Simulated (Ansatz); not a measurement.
A displaced shape of singlet CH4:

```xyz
5

C     0.0306    0.0043   -0.0393
H     0.6607    0.6198    0.6738
H     0.6828   -0.6375   -0.6444
H    -0.5955    0.6169   -0.6070
H    -0.6741   -0.6232    0.6061
```

It was optimised with PBE0/def2-SVP in Ansatz (development build ahead of 0.2.0) to forces under 0.001 eV/Å, with restricted orbitals. Each step stands on the lowest determinant of that kind that the program's search found.

Question: What shape does it relax to, and how does the optimisation go?

Answer:

```xyz
5

C     0.0209   -0.0039   -0.0022
H     0.6469    0.6100    0.6588
H     0.6623   -0.6356   -0.6309
H    -0.5880    0.6497   -0.6408
H    -0.6376   -0.6399    0.6042
```

Bond lengths: C1–H2 1.098 Å, C1–H3 1.098 Å, C1–H4 1.098 Å, C1–H5 1.098 Å. Angles: H2–C1–H3 109.5°, H2–C1–H4 109.5°, H2–C1–H5 109.5°, H3–C1–H4 109.5°, H3–C1–H5 109.5°, H4–C1–H5 109.5°.

```csv
step,E − E(start) (eV),largest force (eV/Å)
1,0.0000,2.9809
2,-0.1172,0.9199
3,-0.1276,0.0386
4,-0.1277,0.0034
5,-0.1277,0.0003
```

The optimisation ended after 5 steps with its threshold met.
